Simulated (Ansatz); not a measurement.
The cluster Al₃H₂, relaxed as a doublet with UKS B3LYP-D4/def2-TZVP in Ansatz, starting from the GFN1-xTB geometry. Force threshold 0.02 eV/Å.

The structure comes from a short search, and lower isomers may exist.

Start:

```xyz
5

Al   -0.642   -1.128   -0.476
Al    1.335   -0.714    1.037
Al   -0.093    1.398   -1.159
H    -1.533    2.461   -1.661
H     0.933   -2.017    2.259
```

Estimate the energy that the relaxation releases and the steps that it takes.

177.3 kJ/mol, in 12 steps; 19 s on 4 threads of Arm Neoverse V1 on a shared host. No frequencies were taken in this run, so the end may be a saddle point.

Does the start keep its bonding?

Bonds formed: Al2–Al3 (atoms count from 1).

Predict the relaxed structure.


Cartesian coordinates in Å:
```
Al -0.5315 -1.5399 -1.3109
Al 0.5429 -0.9399 0.8641
Al -0.5571 0.9210 -0.8764
H -0.7486 2.5111 -0.9567
H 1.2943 -0.9523 2.2800
```
Bond lengths (bridged metal pairs left out): 3 × Al–Al 2.50 to 2.78 Å; 2 × Al–H 1.60 Å.
